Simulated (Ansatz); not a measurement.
**BH2O2+ (SMILES OB=[OH+]): single points off equilibrium**

The task here is to estimate one member of a computed series from the others.

Method: single points in def2-TZVPP; program: Ansatz 0.2.0, Gaussian basis.

Cores are frozen in the correlated methods.

## The system as given

SMILES `OB=[OH+]`, 5 atoms, charge 1, spin multiplicity 1.

Atoms are counted from 1 here; the program's logs count them from 0.

Bond lengths: O1–B2 1.240 Å, O1–H4 0.980 Å, B2–O3 1.243 Å, O3–H5 0.951 Å. Angles: B2–O1–H4 170.9°, O1–B2–O3 178.3°, B2–O3–H5 174.6°.

Coordinates:

```xyz
5
BH2O2
O    -0.7592   -0.2557   -0.9467
B     0.0009   -0.0084    0.0009
O     0.7464    0.2728    0.9553
H    -1.3134   -0.5984   -1.6787
H     1.3819    0.4445    1.6415
```

The first run:

The input, run/in.yaml:

```yaml
crystal:
  periodic: [false, false, false]
  atoms:
    - {symbol: O, position_ang: [-0.759244, -0.255680, -0.946662]}
    - {symbol: B, position_ang: [0.000852, -0.008374, 0.000932]}
    - {symbol: O, position_ang: [0.746375, 0.272752, 0.955287]}
    - {symbol: H, position_ang: [-1.313447, -0.598394, -1.678693]}
    - {symbol: H, position_ang: [1.381907, 0.444548, 1.641484]}
basis:
  gaussian: {orbitals: def2-TZVPP}
total_charge: 1
hamiltonian: {xc: pbe, dispersion: d4}
output: {forces: true}
```

Started as:

```bash
$ ansatz run in.yaml --threads 2 --pin off --events-out ev --progress --plain --max-ram 3481MiB
```

Steps of the session up to this table: PBE-D4/def2-TZVPP; r2SCAN-D4/def2-TZVPP; PBE0-D4/def2-TZVPP; wB97M-V/def2-TZVPP; CCSD(T)/def2-TZVPP.

One of the session's tables, all rows but one given; the rest of the session is left out.

```
   method  RMS force component (eV/Å)  angle to CCSD(T) forces (°)
   PBE-D4                       0.435                         21.6
r2SCAN-D4                           ?                            ?
  PBE0-D4                       0.450                         19.6
  wB97M-V                       0.436                         12.2
  CCSD(T)                       0.459                    reference
```

Q: Estimate the row for r2SCAN-D4 from the others.

The run gave: RMS force component (eV/Å): 0.440; angle to CCSD(T) forces (°): 13.9. In the column «RMS force component (eV/Å)» it lies between wB97M-V (0.436) and PBE0-D4 (0.450).
